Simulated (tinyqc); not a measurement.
Inside a calculation (part 2 of 2). Method: UHF in the sto-6g basis, for H2O+, spin multiplicity 2. Computed by tinyqc, a small Python program that keeps every step (integrals from PySCF). Command: `OMP_NUM_THREADS=1 python tinyqc.py 31511 31512 out.jsonl` (the two numbers bound the seeds that draw the settings). One thread of a shared host (Intel(R) Xeon(R) Processor @ 2.60GHz), about 0.1 s of CPU time with the checks.

Geometry (angstrom):

| atom | x | y | z |
|---|---|---|---|
| O | 0.000000 | 0.000000 | 0.000000 |
| H | 0.000000 | 0.726000 | 0.618000 |
| H | 0.000000 | -0.726000 | 0.618000 |

## Iteration 2: building the Fock matrix

D(alpha) after iteration 1:
```
            1O 1s      1O 2s    1O 2px     1O 2py     1O 2pz      2H 1s      3H 1s
1O 1s    1.055195  -0.240313  0.000000   0.000000   0.028109  -0.002205  -0.002205
1O 2s   -0.240313   1.076669  0.000000   0.000000  -0.195565  -0.034196  -0.034196
1O 2px   0.000000   0.000000  1.000000   0.000000   0.000000   0.000000   0.000000
1O 2py   0.000000   0.000000  0.000000   0.559955   0.000000   0.241169  -0.241169
1O 2pz   0.028109  -0.195565  0.000000   0.000000   0.730705   0.187334   0.187334
2H 1s   -0.002205  -0.034196  0.000000   0.241169   0.187334   0.152179  -0.055561
3H 1s   -0.002205  -0.034196  0.000000  -0.241169   0.187334  -0.055561   0.152179
```

D(beta) after iteration 1:
```
            1O 1s      1O 2s    1O 2px     1O 2py     1O 2pz      2H 1s      3H 1s
1O 1s    1.053607  -0.230712  0.000000   0.000000   0.033578  -0.007977  -0.007977
1O 2s   -0.230712   1.023354  0.000000   0.000000  -0.220955  -0.010130  -0.010130
1O 2px   0.000000   0.000000  0.000000   0.000000   0.000000   0.000000   0.000000
1O 2py   0.000000   0.000000  0.000000   0.530941   0.000000   0.249353  -0.249353
1O 2pz   0.033578  -0.220955  0.000000   0.000000   0.724293   0.189675   0.189675
2H 1s   -0.007977  -0.010130  0.000000   0.249353   0.189675   0.169195  -0.065019
3H 1s   -0.007977  -0.010130  0.000000  -0.249353   0.189675  -0.065019   0.169195
```

core Hamiltonian H = T + V (hartree):
```
             1O 1s      1O 2s     1O 2px     1O 2py     1O 2pz      2H 1s      3H 1s
1O 1s   -33.041185  -7.303892   0.000000   0.000000  -0.021461  -1.779203  -1.779203
1O 2s    -7.303892  -9.252500   0.000000   0.000000  -0.238446  -3.766600  -3.766600
1O 2px    0.000000   0.000000  -7.479001   0.000000   0.000000   0.000000   0.000000
1O 2py    0.000000   0.000000   0.000000  -7.625825   0.000000  -1.959674   1.959674
1O 2pz   -0.021461  -0.238446   0.000000   0.000000  -7.585391  -1.750756  -1.750756
2H 1s    -1.779203  -3.766600   0.000000  -1.959674  -1.750756  -5.109326  -1.744322
3H 1s    -1.779203  -3.766600   0.000000   1.959674  -1.750756  -1.744322  -5.109326
```

nuclear repulsion = 9.24498301 hartree

Given earlier and not repeated: Two-electron integrals (ij|kl) in chemists' order.

J_ij = sum D_kl (ij|kl) with D = D(alpha) + D(beta), K_ij = sum D_kl (ik|jl) for each spin; F = H + J - K(s); E = tr D H + tr D J / 2 - 0.5 sum_s tr D(s) K(s) + E_nn.

Coulomb J (hartree):
```
            1O 1s     1O 2s    1O 2px     1O 2py     1O 2pz     2H 1s      3H 1s
1O 1s   16.693264  2.931010  0.000000   0.000000  -0.002435  0.731713   0.731713
1O 2s    2.931010  7.582699  0.000000   0.000000   0.043976  3.044448   3.044448
1O 2px   0.000000  0.000000  7.525851   0.000000   0.000000  0.000000   0.000000
1O 2py   0.000000  0.000000  0.000000   7.605533   0.000000  1.746968  -1.746968
1O 2pz  -0.002435  0.043976  0.000000   0.000000   7.616713  1.508681   1.508681
2H 1s    0.731713  3.044448  0.000000   1.746968   1.508681  4.666724   1.420963
3H 1s    0.731713  3.044448  0.000000  -1.746968   1.508681  1.420963   4.666724
```

exchange K(alpha) (hartree):
```
           1O 1s      1O 2s    1O 2px     1O 2py     1O 2pz     2H 1s      3H 1s
1O 1s   4.914333   0.771819  0.000000   0.000000   0.002497  0.205431   0.205431
1O 2s   0.771819   1.355458  0.000000   0.000000  -0.014507  0.570177   0.570177
1O 2px  0.000000   0.000000  1.155336   0.000000   0.000000  0.000000   0.000000
1O 2py  0.000000   0.000000  0.000000   1.006269   0.000000  0.325221  -0.325221
1O 2pz  0.002497  -0.014507  0.000000   0.000000   1.069380  0.286014   0.286014
2H 1s   0.205431   0.570177  0.000000   0.325221   0.286014  0.554347   0.225382
3H 1s   0.205431   0.570177  0.000000  -0.325221   0.286014  0.225382   0.554347
```

exchange K(beta) (hartree):
```
           1O 1s      1O 2s    1O 2px     1O 2py     1O 2pz     2H 1s      3H 1s
1O 1s   4.885583   0.731620  0.000000   0.000000   0.001965  0.194695   0.194695
1O 2s   0.731620   1.163800  0.000000   0.000000  -0.025153  0.516032   0.516032
1O 2px  0.000000   0.000000  0.270193   0.000000   0.000000  0.000000   0.000000
1O 2py  0.000000   0.000000  0.000000   0.942016   0.000000  0.319500  -0.319500
1O 2pz  0.001965  -0.025153  0.000000   0.000000   1.016398  0.277569   0.277569
2H 1s   0.194695   0.516032  0.000000   0.319500   0.277569  0.547633   0.210444
3H 1s   0.194695   0.516032  0.000000  -0.319500   0.277569  0.210444   0.547633
```

F(alpha) (hartree):
```
             1O 1s      1O 2s     1O 2px     1O 2py     1O 2pz      2H 1s      3H 1s
1O 1s   -21.262254  -5.144700   0.000000   0.000000  -0.026393  -1.252922  -1.252922
1O 2s    -5.144700  -3.025259   0.000000   0.000000  -0.179964  -1.292328  -1.292328
1O 2px    0.000000   0.000000  -1.108486   0.000000   0.000000   0.000000   0.000000
1O 2py    0.000000   0.000000   0.000000  -1.026561   0.000000  -0.537927   0.537927
1O 2pz   -0.026393  -0.179964   0.000000   0.000000  -1.038057  -0.528088  -0.528088
2H 1s    -1.252922  -1.292328   0.000000  -0.537927  -0.528088  -0.996949  -0.548742
3H 1s    -1.252922  -1.292328   0.000000   0.537927  -0.528088  -0.548742  -0.996949
```

F(beta) (hartree):
```
             1O 1s      1O 2s     1O 2px     1O 2py     1O 2pz      2H 1s      3H 1s
1O 1s   -21.233504  -5.104501   0.000000   0.000000  -0.025861  -1.242186  -1.242186
1O 2s    -5.104501  -2.833601   0.000000   0.000000  -0.169317  -1.238183  -1.238183
1O 2px    0.000000   0.000000  -0.223343   0.000000   0.000000   0.000000   0.000000
1O 2py    0.000000   0.000000   0.000000  -0.962308   0.000000  -0.532206   0.532206
1O 2pz   -0.025861  -0.169317   0.000000   0.000000  -0.985076  -0.519643  -0.519643
2H 1s    -1.242186  -1.238183   0.000000  -0.532206  -0.519643  -0.990235  -0.533803
3H 1s    -1.242186  -1.238183   0.000000   0.532206  -0.519643  -0.533803  -0.990235
```

total energy of this density = -75.35761787 hartree

## Iteration 2: diagonalisation and new density

X:
```
            1O 1s      1O 2s    1O 2px     1O 2py     1O 2pz      2H 1s      3H 1s
1O 1s    1.022838  -0.138770  0.000000   0.000000  -0.009985   0.019875   0.019875
1O 2s   -0.138770   1.249303  0.000000   0.000000   0.119518  -0.297744  -0.297744
1O 2px   0.000000   0.000000  1.000000   0.000000   0.000000   0.000000   0.000000
1O 2py   0.000000   0.000000  0.000000   1.107792   0.000000  -0.227169   0.227169
1O 2pz  -0.009985   0.119518  0.000000   0.000000   1.062533  -0.156260  -0.156260
2H 1s    0.019875  -0.297744  0.000000  -0.227169  -0.156260   1.216194  -0.099840
3H 1s    0.019875  -0.297744  0.000000   0.227169  -0.156260  -0.099840   1.216194
```

Diagonalise F' = X^T F X, C = X C', fill 5 alpha and 4 beta electrons from the bottom; D(s) = C_occ C_occ^T. Each column has its largest component positive (the first on a tie).

F' = X^T F X (alpha) (hartree):
```
            1          2          3          4          5          6          7
1  -20.930772  -2.515780   0.000000   0.000000  -0.035177  -0.219356  -0.219356
2   -2.515780  -1.898126   0.000000   0.000000   0.043755  -0.524469  -0.524469
3    0.000000   0.000000  -1.108486   0.000000   0.000000   0.000000   0.000000
4    0.000000   0.000000   0.000000  -0.764567   0.000000  -0.447422   0.447422
5   -0.035177   0.043755   0.000000   0.000000  -0.886191  -0.337082  -0.337082
6   -0.219356  -0.524469   0.000000  -0.447422  -0.337082  -0.352510  -0.113566
7   -0.219356  -0.524469   0.000000   0.447422  -0.337082  -0.113566  -0.352510
```

orbital energies (alpha) (hartree): MO1 -21.265596, MO2 -1.933760, MO3 -1.186915, MO4 -1.108486, MO5 -1.068616, MO6 0.086809, MO7 0.183404

coefficients C (alpha):
```
              MO1        MO2        MO3       MO4        MO5        MO6        MO7
1O 1s    0.996580  -0.232619   0.000000  0.000000   0.083830  -0.109697   0.000000
1O 2s    0.016270   0.916368   0.000000  0.000000  -0.449705   0.854032   0.000000
1O 2px   0.000000   0.000000   0.000000  1.000000   0.000000   0.000000   0.000000
1O 2py   0.000000   0.000000   0.743036  0.000000   0.000000   0.000000  -0.882220
1O 2pz   0.003289   0.183481   0.000000  0.000000   0.836325   0.677554   0.000000
2H 1s   -0.003803   0.081450   0.327681  0.000000   0.204335  -0.829569   0.900113
3H 1s   -0.003803   0.081450  -0.327681  0.000000   0.204335  -0.829569  -0.900113
```

F' = X^T F X (beta) (hartree):
```
            1          2          3          4          5          6          7
1  -20.908104  -2.500855   0.000000   0.000000  -0.035828  -0.219373  -0.219373
2   -2.500855  -1.684611   0.000000   0.000000   0.064070  -0.518575  -0.518575
3    0.000000   0.000000  -0.223343   0.000000   0.000000   0.000000   0.000000
4    0.000000   0.000000   0.000000  -0.692324   0.000000  -0.452201   0.452201
5   -0.035828   0.064070   0.000000   0.000000  -0.829568  -0.337316  -0.337316
6   -0.219373  -0.518575   0.000000  -0.452201  -0.337316  -0.365901  -0.112504
7   -0.219373  -0.518575   0.000000   0.452201  -0.337316  -0.112504  -0.365901
```

orbital energies (beta) (hartree): MO1 -21.235936, MO2 -1.772142, MO3 -1.148979, MO4 -1.013124, MO5 -0.223343, MO6 0.120516, MO7 0.203258

coefficients C (beta):
```
              MO1        MO2        MO3        MO4       MO5        MO6        MO7
1O 1s    0.997111  -0.221529   0.000000   0.095313  0.000000  -0.118128   0.000000
1O 2s    0.013814   0.855748   0.000000  -0.498058  0.000000   0.889407   0.000000
1O 2px   0.000000   0.000000   0.000000   0.000000  1.000000   0.000000   0.000000
1O 2py   0.000000   0.000000   0.714844   0.000000  0.000000   0.000000   0.905214
1O 2pz   0.002969   0.198306   0.000000   0.824550  0.000000   0.687734   0.000000
2H 1s   -0.003263   0.126186   0.355905   0.201222  0.000000  -0.824720  -0.889331
3H 1s   -0.003263   0.126186  -0.355905   0.201222  0.000000  -0.824720   0.889331
```

D(alpha) after iteration 2:
```
            1O 1s      1O 2s    1O 2px     1O 2py     1O 2pz      2H 1s      3H 1s
1O 1s    1.054310  -0.234649  0.000000   0.000000   0.030706  -0.005607  -0.005607
1O 2s   -0.234649   1.042230  0.000000   0.000000  -0.207910  -0.017314  -0.017314
1O 2px   0.000000   0.000000  1.000000   0.000000   0.000000   0.000000   0.000000
1O 2py   0.000000   0.000000  0.000000   0.552103   0.000000   0.243479  -0.243479
1O 2pz   0.030706  -0.207910  0.000000   0.000000   0.733116   0.185822   0.185822
2H 1s   -0.005607  -0.017314  0.000000   0.243479   0.185822   0.155776  -0.058973
3H 1s   -0.005607  -0.017314  0.000000  -0.243479   0.185822  -0.058973   0.155776
```

D(beta) after iteration 2:
```
            1O 1s      1O 2s    1O 2px     1O 2py     1O 2pz      2H 1s      3H 1s
1O 1s    1.052389  -0.223270  0.000000   0.000000   0.037621  -0.012029  -0.012029
1O 2s   -0.223270   0.980557  0.000000   0.000000  -0.240933   0.007718   0.007718
1O 2px   0.000000   0.000000  0.000000   0.000000   0.000000   0.000000   0.000000
1O 2py   0.000000   0.000000  0.000000   0.511002   0.000000   0.254416  -0.254416
1O 2pz   0.037621  -0.240933  0.000000   0.000000   0.719217   0.190932   0.190932
2H 1s   -0.012029   0.007718  0.000000   0.254416   0.190932   0.183092  -0.070244
3H 1s   -0.012029   0.007718  0.000000  -0.254416   0.190932  -0.070244   0.183092
```

## Iteration 9 (converged): orbitals

converged F(alpha) (hartree):
```
             1O 1s      1O 2s     1O 2px     1O 2py     1O 2pz      2H 1s      3H 1s
1O 1s   -21.300268  -5.153360   0.000000   0.000000  -0.027224  -1.255139  -1.255139
1O 2s    -5.153360  -3.040670   0.000000   0.000000  -0.178812  -1.301159  -1.301159
1O 2px    0.000000   0.000000  -1.126146   0.000000   0.000000   0.000000   0.000000
1O 2py    0.000000   0.000000   0.000000  -1.046886   0.000000  -0.540790   0.540790
1O 2pz   -0.027224  -0.178812   0.000000   0.000000  -1.062573  -0.527476  -0.527476
2H 1s    -1.255139  -1.301159   0.000000  -0.540790  -0.527476  -0.999047  -0.552163
3H 1s    -1.255139  -1.301159   0.000000   0.540790  -0.527476  -0.552163  -0.999047
```

converged F(beta) (hartree):
```
             1O 1s      1O 2s     1O 2px     1O 2py     1O 2pz      2H 1s      3H 1s
1O 1s   -21.269339  -5.111225   0.000000   0.000000  -0.026563  -1.243883  -1.243883
1O 2s    -5.111225  -2.838376   0.000000   0.000000  -0.162389  -1.247241  -1.247241
1O 2px    0.000000   0.000000  -0.237593   0.000000   0.000000   0.000000   0.000000
1O 2py    0.000000   0.000000   0.000000  -0.962062   0.000000  -0.537180   0.537180
1O 2pz   -0.026563  -0.162389   0.000000   0.000000  -0.996145  -0.521010  -0.521010
2H 1s    -1.243883  -1.247241   0.000000  -0.537180  -0.521010  -1.009803  -0.539831
3H 1s    -1.243883  -1.247241   0.000000   0.537180  -0.521010  -0.539831  -1.009803
```

As before.

F' = X^T F X (alpha) (hartree):
```
            1          2          3          4          5          6          7
1  -20.968451  -2.518785   0.000000   0.000000  -0.036071  -0.219175  -0.219175
2   -2.518785  -1.908179   0.000000   0.000000   0.043253  -0.530572  -0.530572
3    0.000000   0.000000  -1.126146   0.000000   0.000000   0.000000   0.000000
4    0.000000   0.000000   0.000000  -0.786492   0.000000  -0.447172   0.447172
5   -0.036071   0.043253   0.000000   0.000000  -0.913791  -0.333149  -0.333149
6   -0.219175  -0.530572   0.000000  -0.447172  -0.333149  -0.350345  -0.115021
7   -0.219175  -0.530572   0.000000   0.447172  -0.333149  -0.115021  -0.350345
```

orbital energies (alpha) (hartree): MO1 -21.303606, MO2 -1.947939, MO3 -1.200743, MO4 -1.126146, MO5 -1.086651, MO6 0.082408, MO7 0.178927

coefficients C (alpha):
```
              MO1        MO2        MO3       MO4        MO5        MO6        MO7
1O 1s    0.996586  -0.232646   0.000000  0.000000   0.082210  -0.110805   0.000000
1O 2s    0.016242   0.916633   0.000000  0.000000  -0.437630   0.860001   0.000000
1O 2px   0.000000   0.000000   0.000000  1.000000   0.000000   0.000000   0.000000
1O 2py   0.000000   0.000000   0.750638  0.000000   0.000000   0.000000  -0.875761
1O 2pz   0.003328   0.183471   0.000000  0.000000   0.845692   0.665829   0.000000
2H 1s   -0.003798   0.081236   0.319884  0.000000   0.192803  -0.832346   0.902913
3H 1s   -0.003798   0.081236  -0.319884  0.000000   0.192803  -0.832346  -0.902913
```

F' = X^T F X (beta) (hartree):
```
            1          2          3          4          5          6          7
1  -20.943803  -2.503803   0.000000   0.000000  -0.037685  -0.218940  -0.218940
2   -2.503803  -1.679634   0.000000   0.000000   0.074129  -0.524313  -0.524313
3    0.000000   0.000000  -0.237593   0.000000   0.000000   0.000000   0.000000
4    0.000000   0.000000   0.000000  -0.688412   0.000000  -0.455981   0.455981
5   -0.037685   0.074129   0.000000   0.000000  -0.840022  -0.336919  -0.336919
6   -0.218940  -0.524313   0.000000  -0.455981  -0.336919  -0.384144  -0.113270
7   -0.218940  -0.524313   0.000000   0.455981  -0.336919  -0.113270  -0.384144
```

orbital energies (beta) (hartree): MO1 -21.271731, MO2 -1.777699, MO3 -1.157450, MO4 -1.026805, MO5 -0.237593, MO6 0.115363, MO7 0.198163

coefficients C (beta):
```
              MO1        MO2        MO3        MO4       MO5        MO6        MO7
1O 1s    0.997139  -0.220430   0.000000   0.094864  0.000000  -0.120282   0.000000
1O 2s    0.013680   0.848006   0.000000  -0.495683  0.000000   0.898109   0.000000
1O 2px   0.000000   0.000000   0.000000   0.000000  1.000000   0.000000   0.000000
1O 2py   0.000000   0.000000   0.706903   0.000000  0.000000   0.000000   0.911429
1O 2pz   0.002983   0.191583   0.000000   0.826087  0.000000   0.687796   0.000000
2H 1s   -0.003234   0.133491   0.363666   0.199610  0.000000  -0.823961  -0.886186
3H 1s   -0.003234   0.133491  -0.363666   0.199610  0.000000  -0.823961   0.886186
```

D(alpha) after iteration 9:
```
            1O 1s      1O 2s    1O 2px     1O 2py     1O 2pz      2H 1s      3H 1s
1O 1s    1.054066  -0.233042  0.000000   0.000000   0.030157  -0.006834  -0.006834
1O 2s   -0.233042   1.031999  0.000000   0.000000  -0.201871  -0.009975  -0.009975
1O 2px   0.000000   0.000000  1.000000   0.000000   0.000000   0.000000   0.000000
1O 2py   0.000000   0.000000  0.000000   0.563458   0.000000   0.240117  -0.240117
1O 2pz   0.030157  -0.201871  0.000000   0.000000   0.748868   0.177944   0.177944
2H 1s   -0.006834  -0.009975  0.000000   0.240117   0.177944   0.146112  -0.058539
3H 1s   -0.006834  -0.009975  0.000000  -0.240117   0.177944  -0.058539   0.146112
```

D(beta) after iteration 9:
```
            1O 1s      1O 2s    1O 2px     1O 2py     1O 2pz      2H 1s      3H 1s
1O 1s    1.051876  -0.220308  0.000000   0.000000   0.039109  -0.013714  -0.013714
1O 2s   -0.220308   0.965002  0.000000   0.000000  -0.246972   0.014214   0.014214
1O 2px   0.000000   0.000000  0.000000   0.000000   0.000000   0.000000   0.000000
1O 2py   0.000000   0.000000  0.000000   0.499712   0.000000   0.257076  -0.257076
1O 2pz   0.039109  -0.246972  0.000000   0.000000   0.719133   0.190461   0.190461
2H 1s   -0.013714   0.014214  0.000000   0.257076   0.190461   0.189928  -0.074578
3H 1s   -0.013714   0.014214  0.000000  -0.257076   0.190461  -0.074578   0.189928
```

## Convergence

Stop when the energy changes by less than 1e-10 hartree and every element of the error matrix X^T (F D S - S D F) X (for each spin) is below 3e-06.

Course of the cycle:

| iteration | E (hartree) | change | largest element of the error matrix |
|---|---|---|---|
| 1 | -74.15599807 | - | 3.12e-01 |
| 2 | -75.35761787 | -1.20e+00 | 3.31e-02 |
| 3 | -75.36054693 | -2.93e-03 | 6.49e-03 |
| 4 | -75.36075810 | -2.11e-04 | 2.34e-03 |
| 5 | -75.36081844 | -6.03e-05 | 9.92e-04 |
| 6 | -75.36082856 | -1.01e-05 | 2.36e-04 |
| 7 | -75.36082910 | -5.42e-07 | 6.38e-05 |
| 8 | -75.36082912 | -2.61e-08 | 3.97e-06 |
| 9 | -75.36082912 | -6.81e-11 | 9.62e-07 |

PySCF UHF in the same basis, after a stability check = -75.36082912 hartree

Converged in 9 iterations.

## Populations, bond orders and dipole

overlap S:
```
           1O 1s     1O 2s    1O 2px     1O 2py    1O 2pz     2H 1s      3H 1s
1O 1s   1.000000  0.231145  0.000000   0.000000  0.000000  0.055913   0.055913
1O 2s   0.231145  1.000000  0.000000   0.000000  0.000000  0.479275   0.479275
1O 2px  0.000000  0.000000  1.000000   0.000000  0.000000  0.000000   0.000000
1O 2py  0.000000  0.000000  0.000000   1.000000  0.000000  0.300039  -0.300039
1O 2pz  0.000000  0.000000  0.000000   0.000000  1.000000  0.255405   0.255405
2H 1s   0.055913  0.479275  0.000000   0.300039  0.255405  1.000000   0.275040
3H 1s   0.055913  0.479275  0.000000  -0.300039  0.255405  0.275040   1.000000
```

Mulliken: Z minus the diagonal of D S on the atom; Loewdin: the same with S^(1/2) D S^(1/2); Mayer order: 2 sum_s sum (D(s) S)_ij (D(s) S)_ji over the two atoms.

Charges (e):

| atom | Mulliken | Loewdin | Mulliken spin |
|---|---|---|---|
| 1O | 0.087160 | 0.300786 | 1.117794 |
| 2H | 0.456420 | 0.349607 | -0.058897 |
| 3H | 0.456420 | 0.349607 | -0.058897 |

Mayer bond orders:

| pair | order |
|---|---|
| 2-1 | 0.779178 |
| 3-1 | 0.779178 |
| 3-2 | 0.009034 |

dipole moment about the origin, x y z (debye): 0.000000  0.000000  3.182138

<S^2> of the determinant (pure state: 0.75) = 0.755210
